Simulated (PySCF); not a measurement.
# NaS at other levels of theory

What do other methods print for NaS?

Computed with PySCF 2.14.0. Level: method and basis as typed in the scripts.

2 further runs of the same task are left out: 2 that didn't finish.

## Step 1: The system as given

NaS: 2 atoms, charge 0, spin multiplicity 2.

Bond lengths: Na1–S2 2.262 Å.

## Step 2: The base run

input.py

```python
from pyscf import gto, scf

mol = gto.M(
    atom='Na 0 0 0; S 0 0 2.262',
    basis='aug-cc-pvdz',
    charge=0,
    spin=1,
    verbose=4,
)
mf = scf.UHF(mol)
mf = mf.density_fit(auxbasis='def2-universal-jkfit')
mf.kernel()
mf.dip_moment()
print('orbital energies (hartree):', [e[max(0, n-3):n+3].round(4) for e, n in zip(mf.mo_energy, mol.nelec)])
```

Launch:

```
OMP_NUM_THREADS=1 python input.py
```

## Step 3: ROHF

Variant 1 changes SCF type: UHF → ROHF.

input.py

```python
from pyscf import gto, scf

mol = gto.M(
    atom='Na 0 0 0; S 0 0 2.262',
    basis='aug-cc-pvdz',
    charge=0,
    spin=1,
    verbose=4,
)
mf = scf.ROHF(mol)
mf = mf.density_fit(auxbasis='def2-universal-jkfit')
mf.kernel()
mf.dip_moment()
print('orbital energies (hartree):', mf.mo_energy[..., max(0, mol.nelec[1]-3):mol.nelec[0]+3].round(4))
```

## Step 4: Wb97 (UKS)

Variant 2 changes functional: none (Hartree–Fock) → wb97; SCF type: UHF → UKS; step after the SCF: none → analyze.

input.py

```python
from pyscf import gto, dft

mol = gto.M(
    atom='Na 0 0 0; S 0 0 2.262',
    basis='aug-cc-pvdz',
    charge=0,
    spin=1,
    verbose=4,
)
mf = dft.UKS(mol, xc='wb97')
mf = mf.density_fit(auxbasis='def2-universal-jkfit')
mf.kernel()
mf.analyze()
print('orbital energies (hartree):', [e[max(0, n-3):n+3].round(4) for e, n in zip(mf.mo_energy, mol.nelec)])
```

## Step 5: M06l (UKS)

Variant 3 changes functional: none (Hartree–Fock) → m06l; SCF type: UHF → UKS; step after the SCF: none → analyze.

input.py

```python
from pyscf import gto, dft

mol = gto.M(
    atom='Na 0 0 0; S 0 0 2.262',
    basis='aug-cc-pvdz',
    charge=0,
    spin=1,
    verbose=4,
)
mf = dft.UKS(mol, xc='m06l')
mf = mf.density_fit(auxbasis='def2-universal-jkfit')
mf.kernel()
mf.analyze()
print('orbital energies (hartree):', [e[max(0, n-3):n+3].round(4) for e, n in zip(mf.mo_energy, mol.nelec)])
```

## Step 6: M062x (UKS)

Variant 4 changes functional: none (Hartree–Fock) → m062x; SCF type: UHF → UKS; step after the SCF: none → analyze.

input.py

```python
from pyscf import gto, dft

mol = gto.M(
    atom='Na 0 0 0; S 0 0 2.262',
    basis='aug-cc-pvdz',
    charge=0,
    spin=1,
    verbose=4,
)
mf = dft.UKS(mol, xc='m062x')
mf = mf.density_fit(auxbasis='def2-universal-jkfit')
mf.kernel()
mf.analyze()
print('orbital energies (hartree):', [e[max(0, n-3):n+3].round(4) for e, n in zip(mf.mo_energy, mol.nelec)])
```

Before running it: what results should come out? Wanted: for each run, E(SCF); from base; gap, α spin; SCF dipole.

As calculated:

```
        run  E(SCF) (hartree)  from base (eV)  cycles  gap, α spin (eV)  SCF dipole (D)
       base       -559.396510               0      10              7.94            8.41
       ROHF       -559.392604         +0.1063      10               n/a            8.42
 wb97 (UKS)       -560.454972  not comparable      10              7.99            8.33
 m06l (UKS)       -560.463742  not comparable      19              3.25            8.34
m062x (UKS)       -560.424658  not comparable       9              5.42            7.91
```

The α-spin gap between the frontier levels is 3.2 eV with m06l (0 % exact exchange) and 5.4 eV with m062x (54 %): exact exchange opens it. Total energies of different functionals can't be compared with each other; differences within one functional can. The dearest run is “m06l (UKS)”, at 8.4 s against 0.76 s.
